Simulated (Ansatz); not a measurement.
Geometry optimisation, RKS PBE0-D4/def2-SVP (Ansatz 0.2.0).

Input file:

```yaml
crystal:
  periodic: [false, false, false]
  atoms:
    - { symbol: B, position_ang: [0.165754, -0.349053, -0.337255] }
    - { symbol: H, position_ang: [-0.293554, 0.017552, 1.982975] }
    - { symbol: H, position_ang: [1.113785, 0.390302, -0.192496] }
    - { symbol: H, position_ang: [-0.911702, 0.073265, -0.708952] }
    - { symbol: O, position_ang: [0.364555, -1.701154, -0.148327] }
    - { symbol: Si, position_ang: [-0.704867, -2.988614, -0.314536] }
    - { symbol: H, position_ang: [0.104047, -4.236503, -0.329571] }
    - { symbol: H, position_ang: [-1.62969, -3.004081, 0.852777] }
    - { symbol: H, position_ang: [-1.49066, -2.857666, -1.574364] }
    - { symbol: H, position_ang: [-0.072367, -0.625449, 1.746647] }
basis:
  gaussian: { orbitals: def2-SVP }
hamiltonian:
  xc: pbe0
  dispersion: d4
relax:
  f_tol: 0.03
  max_steps: 50
```

Command:

```bash
$ ansatz run input.yaml --threads 2 --pin off --max-ram 3072MiB --backend cpu --events-out ev --progress --plain --runs-dir out
```

**Question.** Where does it end, and by what steps?

**Answer.** The run converged. The force dipped under the threshold on the way, but the program's further checks kept it going. After 24 steps the energy has fallen by 0.195 eV; H2 moved furthest, 0.94 Å.

```csv
step,energy less start (eV),largest force component (eV/Å),accepted
0,0.0000,1.538,yes
1,-0.1253,0.580,yes
2,-0.1588,0.280,yes
3,-0.1301,0.758,no
4,-0.1675,0.074,yes
5,-0.1721,0.057,yes
6,-0.1746,0.048,yes
7,-0.1758,0.031,yes
8,-0.1770,0.075,yes
9,-0.1784,0.129,yes
10,-0.1804,0.105,yes
11,-0.1738,0.385,no
12,-0.1843,0.100,yes
13,-0.1871,0.114,yes
14,-0.1884,0.146,yes
15,-0.1900,0.120,yes
16,-0.1920,0.064,yes
17,-0.1937,0.029,yes
18,-0.1944,0.044,yes
19,-0.1946,0.045,yes
20,-0.1948,0.032,yes
21,-0.1951,0.036,yes
22,-0.1951,0.081,no
23,-0.1952,0.028,yes
24,-0.1954,0.020,yes
```

```xyz
10
Properties=species:S:1:pos:R:3
B 0.446 -0.443 -0.761
H -1.056 -0.063 2.520
H 1.432 0.247 -0.620
H -0.536 -0.041 -1.356
O 0.461 -1.685 -0.239
Si -0.671 -2.930 -0.219
H -0.076 -4.100 -0.921
H -0.946 -3.271 1.204
H -1.924 -2.492 -0.903
H -0.486 -0.504 2.273
```

Whether the end is a true minimum wasn't checked by a vibrational analysis.

The run took 37 s on 2 threads of Arm Neoverse V1, on a shared host, peak memory 0.15 GiB.
